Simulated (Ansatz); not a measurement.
# 1,2-elimination

Start structure (AlH$_{3}$SO, closed shell), relaxed at PBE0-D4/def2-TZVP:

```
6
angstrom
Al 0.3468 0.0951 0.2429
H 1.9008 0.3144 0.3096
S -0.6689 -0.4163 -1.6219
H 0.4816 -0.4045 -2.3171
O -0.5570 0.2615 1.6595
H -1.5032 0.1497 1.7270
```

The step: AlH₃SO ([OH][AlH][SH]) → AlHSO ([OH][Al][S]) + H₂; bonds formed: H2–H4; bonds broken: Al1–H2, S3–H4. Program: Ansatz 0.2.0. Basis: def2-TZVPP and def2-QZVPP. Cores are frozen in the correlated methods. Extrapolation: Hartree–Fock as exp(−7.88 √X), correlation as X^−2.97. Energies below are by CCSD(T) at an estimated basis limit (MP2 extrapolated from triple and quadruple zeta, plus CCSD(T) − MP2 in triple zeta).

(1) What are the electronic barrier and the energy of the step, from the start structure to the end structure? (An estimate is asked for; the value comes from the calculation.)

No T1 diagnostic of these runs exceeds 0.018.

## Answers

(1) By the calculation: Barrier 190.4 kJ/mol; step energy 128.4 kJ/mol (uphill); reverse barrier, their difference, 61.9 kJ/mol. Barrier and step energy count from the start structure, the reverse barrier from the end structure.

The saddle point: One imaginary mode of 998i cm⁻¹.
| pair | start (Å) | saddle (Å) | end (Å) |
| --- | --- | --- | --- |
| H2–H4 | 3.07 | 0.97 | 0.76 |
| Al1–H2 | 1.57 | 1.78 | 2.27 |
| S3–H4 | 1.34 | 1.87 | 3.10 |

Zero-point energy (harmonic, PBE0-D4): ZPE is 78.8 kJ/mol at the start and 73.1 kJ/mol at the saddle, so the barrier goes from 190.4 to 184.6 kJ/mol.

First-order rate constant out of the start structure at 898 K by transition-state theory, with harmonic vibrational free energies alone and no tunnelling: ΔA‡ = 190.8 kJ/mol, so k = (kB T/h) exp(−ΔA‡/kB T) ≈ 10^2 s⁻¹ (an order of magnitude at best: rotation, the number of equivalent paths and anharmonicity are left out).

Labels in which every atom is bracketed show which atoms are joined, not bond orders.

For scale, one of the runs: CCSD(T)/def2-TZVPP, 157 basis functions, launched by `ansatz run in.yaml --threads 2 --pin off --events-out ev --progress --plain --max-ram 4352MiB`. The run took 14 s on 2 CPU threads of an Arm Neoverse V2 (shared host), with 1 GiB of host memory at its peak.
